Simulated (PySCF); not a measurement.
# C3H3F3 (3,3,3-trifluoropropene): the cost of one run

The runs use PySCF 2.14.0, with density-fitted response routines of our own; the level of theory stands in each step. All values are computed, except where a source is named. Atoms are numbered from 0 throughout.

**1. The molecule as given**

9 atoms, charge 0, multiplicity 1; geometry from: GFN2-xTB. The atoms were then displaced at random by about 0.01 Å, so the start is not that level's minimum.

Bonds of the start (Å): C0–C1 1.32, C1–C2 1.51, C2–F3 1.34, C2–F4 1.34, C2–F5 1.34, C0–H6 1.06, C0–H7 1.11, C1–H8 1.07.

**2. Geometry optimisation at PBE0-D3(BJ)/def2-SVP**

What the job is given:

```
{"job": {"xc": "PBE0", "basis": "def2-SVP", "d3": "d3bj", "grid": 1, "shake": 0.01, "kind": "geom"}, "charge": 0, "multiplicity": 1}
C      1.366760     0.277370    -0.311250
C      0.337780    -0.497120    -0.001210
C     -1.075590     0.000550     0.199350
F     -1.153610     1.327060     0.039510
F     -1.924210    -0.584560    -0.653270
F     -1.508790    -0.271410     1.442930
H      2.349630    -0.085100    -0.458040
H      1.225320     1.369710    -0.446400
H      0.440510    -1.553670     0.154640
```

Command:

```bash
> OMP_NUM_THREADS=1 python probes_run.py task.json out
```

This one command runs all jobs of the session in turn.

**Question.** How long does this first job take on 1 thread of AMD EPYC 7R43, shared host, and how much memory does it need?

About 37 s, with a peak of 0.41 GiB.
